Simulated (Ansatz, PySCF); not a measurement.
Species: hydrogen cyanide, CHN, net charge 0, singlet state. 
Structure (B3LYP-D3(BJ)/def2-TZVP (Ansatz, an electronic-structure program) minimum search):
SMILES: C#N
```xyz
3

C      0.0000     0.0000    -0.4969
N      0.0000     0.0000     0.6493
H      0.0000     0.0000    -1.5636
```

Quantity: atomisation energy (electronic, to ground-state atoms); the coupled-cluster value holds the core correlation from cc-pwCVTZ, in kcal/mol. Valence correlation only, unless marked. UHF or UKS for open shells. No spin-orbit coupling. No relativistic terms. CBS marks a two-point X^-3 extrapolation of the correlation energy; Hartree-Fock from the larger set (for Q and 5 zeta extrapolated as (X+1)exp(-9√X)).

Level to compare with: CCSD(T)/CBS(cc-pVQZ,cc-pV5Z) plus the core term (Ansatz), 313.0 kcal/mol. It is a level with limits of its own, and the differences hold the functionals' basis error too.

Problem. Rank these functionals by how close they come to CCSD(T)/CBS(cc-pVQZ,cc-pV5Z), closest first: BHLYP/def2-TZVPD (Ansatz); r2SCAN0/def2-TZVPD (Ansatz); PW6B95/def2-TZVPD (PySCF).

Solution. PW6B95/def2-TZVPD (hybrid meta-GGA, 312.3 kcal/mol, difference -0.7), r2SCAN0/def2-TZVPD (hybrid meta-GGA, 296.6 kcal/mol, difference -16.4), BHLYP/def2-TZVPD (global hybrid, 293.7 kcal/mol, difference -19.3)
